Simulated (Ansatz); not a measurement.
How far each method lies from UCCSDT(Q) for HSiAl, triplet

Geometry: a PBE0/def2-TZVP stationary point for this spin, not checked as a minimum.

```xyz
3

Si    0.0000   -0.0360    1.1654
Al    0.0000   -0.0118   -1.2249
H     0.0000    1.3177    0.3154
```

Basis cc-pVDZ; Ansatz 0.2.0. Only valence electrons are correlated (noble-gas cores frozen), which leaves 8 electrons in 31 orbitals. Prefix R: restricted or restricted open-shell reference; prefix U: unrestricted. Active spaces: valence = (8e, 9o) chosen from the atoms' valence shells.

Full CI isn't at hand for all of this; UCCSDT(Q) serves as the reference, and is uncertain by the last step of the cluster series or more. The frozen core follows each run's orbitals, which can shift R against U totals by a few meV.

For open shells CISD is restricted-active-space CI with the open shells as a complete middle space.

The UHF ⟨S²⟩ is 2.078. The T1 diagnostic (RCCSD) is 0.0349. The largest doubles amplitude (RCCSD) is 0.075 and the T1 diagnostic (UCCSD) is 0.0372.

```tsv
level	E − E(RHF) (eV)
UHF	-0.2242
RMP2	-3.5071
UMP2	-3.4316
RCCSD	-4.3801
UCCSD	-4.3877
RCCSD(T)	-4.5649
UCCSD(T)	-4.5634
```

Question: Estimate how far UCCSDT(Q) in cc-pVDZ lies from RCCSD(T). The table doesn't fix it; the size of (T) and the diagnostics are the guide.

Answer: UCCSDT(Q) in cc-pVDZ lies 2.04 mEh below RCCSD(T), which is 30 % of the (T) step (-6.79 mEh). T1 is raised, and the rest is a large part of (T). The miss exceeds 1 kcal/mol.

The other levels:

| level | E − E(UCCSDT(Q)) (mEh) | share of correlation (%) | wall time |
| --- | --- | --- | --- |
| CISD | 19.88 | 88.29 | 0.84 s |
| BCCD(T) | 2.01 | 98.81 | 1.7 s |
| RCCSDT | 0.48 | 99.71 | – |
| UCCSDT | 0.45 | 99.74 | – |
| RCCSDT(Q) | 0.04 | 99.97 | 9 s |
| CASSCF (valence space) | 102.06 | 39.89 | – |
| NEVPT2 (valence space) | 25.56 | 84.95 | 3.2 s |
| MRCISD (valence space) | 6.97 | 95.90 | – |
| MRCISD+Q (valence space) | -0.18 | 100.11 | 4.6 s |
| MRCISD+Q(relaxed) (valence space) | -1.19 | 100.70 | 5.5 s |

The correlation energy at UCCSDT(Q), counted from RHF, is -4.620 eV. That run took 8.5 s on 1 thread of AMD EPYC 7B13, shared host.

Times hold each run's SCF and search for its determinant on a shared host, so for small cases they say little of a method's own cost; they ran on 1 thread of AMD EPYC 7B13. Some runs computed forces too.

Natural occupations of CASSCF (valence space) about the gap: 1.980 1.950 1.920 1.009 0.986 0.053 0.045 0.031 0.025; effectively unpaired electrons, Σ n²(2−n)², 2.06.

Atomization energy (electronic, same basis, no zero-point term; atoms at the same level, unrestricted beside the R rows where the molecule is a closed shell, with restricted open-shell steps beyond CCSDT(Q)) at UCCSDT(Q): 479.3 kJ/mol. Errors of other levels:

```json
{"level": "RHF", "error (kJ/mol)": "-129.2"}
{"level": "UHF", "error (kJ/mol)": "-126.0"}
{"level": "RMP2", "error (kJ/mol)": "-6.4"}
{"level": "UMP2", "error (kJ/mol)": "-14.8"}
{"level": "CISD", "error (kJ/mol)": "-43.7"}
{"level": "RCCSD", "error (kJ/mol)": "-15.9"}
{"level": "UCCSD", "error (kJ/mol)": "-15.9"}
{"level": "RCCSD(T)", "error (kJ/mol)": "-3.1"}
{"level": "UCCSD(T)", "error (kJ/mol)": "-3.4"}
{"level": "BCCD(T)", "error (kJ/mol)": "-3.1"}
{"level": "RCCSDT", "error (kJ/mol)": "-1.2"}
{"level": "UCCSDT", "error (kJ/mol)": "-1.1"}
{"level": "RCCSDT(Q)", "error (kJ/mol)": "-0.1"}
{"level": "CASSCF (valence space)", "error (kJ/mol)": "-49.0"}
{"level": "NEVPT2 (valence space)", "error (kJ/mol)": "-6.7"}
{"level": "MRCISD (valence space)", "error (kJ/mol)": "-14.4"}
{"level": "MRCISD+Q (valence space)", "error (kJ/mol)": "-5.7"}
{"level": "MRCISD+Q(relaxed) (valence space)", "error (kJ/mol)": "-3.6"}
```

This basis is far from its limit, so the value isn't to be set against a measured one. Truncated CI isn't size-consistent, which counts against it in atomization.
